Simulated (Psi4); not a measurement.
# One shape, several levels: SiH3F (SMILES F[SiH3])

We compute a comparison of 3 runs (HF/STO-3G, HF/3-21G, B3LYP/6-31G*) of SiH3F. 

The calculation is run with Psi4 1.11.

2 further runs of the same task are left out: 2 set aside as unsound or not needed.

## 1. The molecule

SiH3F has 5 atoms, charge 0, and is taken as a singlet. As SMILES, `F[SiH3]`. The Si2–H3 distance was set to 3.260 Å, away from the relaxed value. At this shape a bond of the SMILES string is far longer than usual.

Bond lengths: F1–Si2 1.600 Å, Si2–H4 1.482 Å, Si2–H5 1.482 Å. Angles: F1–Si2–H4 108.3°, F1–Si2–H5 108.3°, H4–Si2–H5 110.6°.

## 2. Energy and gradient at HF/STO-3G (run 1)

Contents of job.dat:

```
memory 1.6 GB

molecule {
  F     -1.47638822     0.70064242     4.82566510
  Si     1.01408184     0.35652329     3.14626550
  H     -0.69504127    -0.36396125    -2.72819761
  H      2.38470020    -1.90850244     4.05768041
  H      2.59616055     2.64819416     3.43747229
  units bohr
  symmetry c1
}

set {
  puream        true
  e_convergence 1e-09
  d_convergence 1e-08
  scf_type      pk
}

E, wfn = gradient('hf/STO-3G', return_wfn=True)
```

Started as:

```
psi4 job.dat job.out -n 1
```

job.out:

```text
[...]
  Running in c1 symmetry.
[...]
  Nuclear repulsion =   59.412045538277532
[...]
  Multiplicity = 1
[...]
  Nalpha       = 13
  Nbeta        = 13
[...]
    Number of basis functions: 17
[...]
   @RHF iter   1:  -384.83815305403698   -1.20872e+00   1.73231e-02 DIIS/ADIIS
[...]
   @RHF iter  11:  -385.05179651523912   -7.73070e-12   7.37664e-09 DIIS
[...]
    Orbital Energies [Eh]
    ---------------------
    Doubly Occupied:
       1A    -68.017640     2A    -25.870485     3A     -6.006848
       4A     -4.031308     5A     -4.030404     6A     -4.029904
       7A     -1.464577     8A     -0.672551     9A     -0.520257
      10A     -0.487122    11A     -0.469152    12A     -0.407076
      13A     -0.150328
[...]
  @RHF Final Energy:  -385.05179651523912
   => Energetics <=
    Nuclear Repulsion Energy =             59.4120455382775319
    One-Electron Energy =                -656.6123809136505542
    Two-Electron Energy =                 212.1485388601338968
    Total Energy =                       -385.0517965152391184
[...]
 Multipole Moments:
 ------------------------------------------------------------------------------------
     Multipole            Electronic (a.u.)      Nuclear  (a.u.)        Total (a.u.)
 ------------------------------------------------------------------------------------
 L = 1.  Multiply by 2.5417464519 to convert [e a0] to [Debye]
 Dipole X            :         -2.2806771            2.7819736            0.5012966
 Dipole Y            :          0.6874480           -0.6328313            0.0546166
 Dipole Z            :          4.2720170           -3.7002893            0.5717277
 Magnitude           :                                                    0.7623344
[...]
  -Total Gradient:
     Atom            X                  Y                   Z
    ------   -----------------  -----------------  -----------------
       1        0.010869084951    -0.001270294585    -0.005618499581
       2       -0.021643814033     0.007439526168     0.047224515630
       3       -0.015739924761    -0.006710757522    -0.054652274047
       4        0.012332267645    -0.019669013589     0.009237577245
       5        0.014182386198     0.020210539528     0.003808680752
[...]
```

It took 2.8 s on 1 thread of AMD EPYC 7R43 (Zen 3), shared host; peak memory 0.18 GiB.

## 3. The energy at HF/3-21G (run 2)

Contents of calc.inp:

```
memory 1600 mb

molecule system {
  0 1
  F
  Si 1 1.59994
  H 2 3.2599 1 108.32834
  H 2 1.48166 1 108.32999 3 -119.99642
  H 2 1.481652 4 110.58883 1 118.57972
  units angstrom
  symmetry c1
}

set basis 3-21G
set reference rhf
set puream true
set e_convergence 1e-09
set d_convergence 1e-08
set scf_type pk

e_tot, wfn = energy('scf', return_wfn=True)
oeprop(wfn, 'WIBERG_LOWDIN_INDICES', 'QUADRUPOLE', 'LOWDIN_CHARGES')
print_variables()
```

Started as:

```
psi4 -i calc.inp -o calc.out -n 1
```

calc.out:

```text
[...]
  Running in c1 symmetry.
[...]
  Nuclear repulsion =   59.412047258350711
[...]
  Multiplicity = 1
[...]
  Nalpha       = 13
  Nbeta        = 13
[...]
    Number of basis functions: 28
[...]
   @RHF iter   1:  -387.83599395720171   -7.36318e-01   9.82302e-03 ADIIS/DIIS
[...]
   @RHF iter  10:  -387.86909889786438   -1.70530e-13   3.60936e-09 DIIS
[...]
    Orbital Energies [Eh]
    ---------------------
    Doubly Occupied:
       1A    -68.418389     2A    -26.159107     3A     -6.217512
       4A     -4.313390     5A     -4.313194     6A     -4.312342
       7A     -1.585876     8A     -0.775206     9A     -0.665292
      10A     -0.655173    11A     -0.627011    12A     -0.515473
      13A     -0.299142
[...]
  @RHF Final Energy:  -387.86909889786438
   => Energetics <=
    Nuclear Repulsion Energy =             59.4120472583507109
    One-Electron Energy =                -656.8480802042836331
    Two-Electron Energy =                 209.5669340480685037
    Total Energy =                       -387.8690988978643759
[...]
 Multipole Moments:
 ------------------------------------------------------------------------------------
     Multipole            Electronic (a.u.)      Nuclear  (a.u.)        Total (a.u.)
 ------------------------------------------------------------------------------------
 L = 1.  Multiply by 2.5417464519 to convert [e a0] to [Debye]
 Dipole X            :          0.0001043           -0.0000732            0.0000311
 Dipole Y            :          2.3279259           -1.5181937            0.8097322
 Dipole Z            :         -3.9761227            4.4189456            0.4428229
 Magnitude           :                                                    0.9229075
 L = 2.  Multiply by 1.3450342976 to convert [e a0^2] to [Debye ang]
 Quadrupole XX       :        -26.1375880           10.5964329          -15.5411551
 Quadrupole XY       :         -0.0002471            0.0002373           -0.0000098
[...]
```

It took 2.8 s on 1 thread of AMD EPYC 7R43 (Zen 3), shared host; peak memory 0.17 GiB.

## 4. Energy and forces at B3LYP/6-31G(d) (spherical functions) (run 3)

Contents of calc.in:

```
memory 1600 MB

molecule m {
  0 1
  F
  Si 1 R2
  H 2 R3 1 A3
  H 2 R4 1 A4 3 D4
  H 2 R5 4 A5 1 D5

  R2 = 1.59994
  R3 = 3.2599
  A3 = 108.32834
  R4 = 1.48166
  A4 = 108.32999
  D4 = -119.99642
  R5 = 1.481652
  A5 = 110.58883
  D5 = 118.57972
  units angstrom
  symmetry c1
  no_reorient
  no_com
}

set basis 6-31G*
set puream true
set e_convergence 1e-09
set d_convergence 1e-08
set scf_type pk
set dft_radial_points 99
set dft_spherical_points 590

e_tot, wfn = gradient('b3lyp', return_wfn=True)
oeprop(wfn, 'QUADRUPOLE', 'WIBERG_LOWDIN_INDICES', 'LOWDIN_CHARGES', title='B3LYP')
print_variables()
```

Started as:

```
psi4 calc.in calc.out -n 1
```

calc.out:

```text
[...]
  Running in c1 symmetry.
[...]
  Nuclear repulsion =   59.412047258350711
[...]
  Multiplicity = 1
[...]
  Nalpha       = 13
  Nbeta        = 13
[...]
    Number of basis functions: 38
[...]
   @RKS iter   1:  -390.92222292998457   -3.69165e-01   1.05777e-02 DIIS/ADIIS
[...]
   @RKS iter  12:  -391.01119928750495   -4.54747e-13   5.88140e-10 DIIS
[...]
    Orbital Energies [Eh]
    ---------------------
    Doubly Occupied:
       1A    -66.212485     2A    -24.711191     3A     -5.365587
       4A     -3.725547     5A     -3.724153     6A     -3.721333
       7A     -1.205674     8A     -0.577303     9A     -0.473688
      10A     -0.465702    11A     -0.450939    12A     -0.373546
      13A     -0.234604
[...]
  @RKS Final Energy:  -391.01119928750495
   => Energetics <=
    Nuclear Repulsion Energy =             59.4120472583507109
    One-Electron Energy =                -659.6943698847678661
    Two-Electron Energy =                 235.4068098496606183
    DFT Exchange-Correlation Energy =     -26.1356865107484388
    Empirical Dispersion Energy =           0.0000000000000000
    VV10 Nonlocal Energy =                  0.0000000000000000
    Total Energy =                       -391.0111992875049509
[...]
  -Total Gradient:
     Atom            X                  Y                   Z
    ------   -----------------  -----------------  -----------------
       1       -0.000001335578     0.004375063733     0.004760769230
       2        0.000005062774     0.018774740830    -0.009076796763
       3       -0.000000334677    -0.030616674150     0.009981468474
       4        0.003276291915     0.003743779692    -0.002828509491
       5       -0.003279685088     0.003742637761    -0.002828600457
[...]
 Multipole Moments:
 ------------------------------------------------------------------------------------
     Multipole            Electronic (a.u.)      Nuclear  (a.u.)        Total (a.u.)
 ------------------------------------------------------------------------------------
 L = 1.  Multiply by 2.5417464519 to convert [e a0] to [Debye]
 Dipole X            :          0.0000912           -0.0000732            0.0000180
 Dipole Y            :          2.3993173           -1.5181937            0.8811236
 Dipole Z            :         -4.2215778            4.4189456            0.1973678
 Magnitude           :                                                    0.9029578
 L = 2.  Multiply by 1.3450342976 to convert [e a0^2] to [Debye ang]
 Quadrupole XX       :        -25.4489002           10.5964329          -14.8524674
 Quadrupole XY       :         -0.0002246            0.0002373            0.0000127
[...]
```

It took 11 s on 1 thread of AMD EPYC 7R43 (Zen 3), shared host; peak memory 0.49 GiB.

## 5. Overview of the runs

```tsv
run	level	task	integration grid	energy (Eh)	dipole moment (D)	HOMO energy (eV)	LUMO energy (eV)	wall time
1	HF/STO-3G	gradient	–	-385.051797	1.94	-4.09	2.19	2.8 s
2	HF/3-21G	energy	–	-387.869099	2.35	-8.14	-1.00	2.8 s
3	B3LYP/6-31G* (spherical functions)	gradient	99 radial × 590 angular	-391.011199	2.30	-6.38	-3.85	11 s
```

## 6. Outcome

| quantity | value |
| --- | --- |
| run 3: total energy | -391.01120 Eh |
| run 3: dipole moment | 2.30 D |
| run 3: HOMO energy | -6.38 eV |
| run 3: LUMO energy | -3.85 eV |
| run 3: HOMO–LUMO gap | 2.54 eV |
| run 3: largest force on an atom | 1.656 eV/Å |

What this shows: The dipole moment (its size) runs from 1.94 D (HF/STO-3G) to 2.35 D (HF/3-21G). The HOMO–LUMO gap runs from 2.54 eV (B3LYP/6-31G*) to 7.14 eV (HF/3-21G). The two ends differ in method and basis. In run 1 the basis is minimal, so the values are rough. In runs 1, 2, 3 a closed-shell determinant meets a far-stretched bond, which it describes badly. All runs together took 17 s, the longest 11 s.
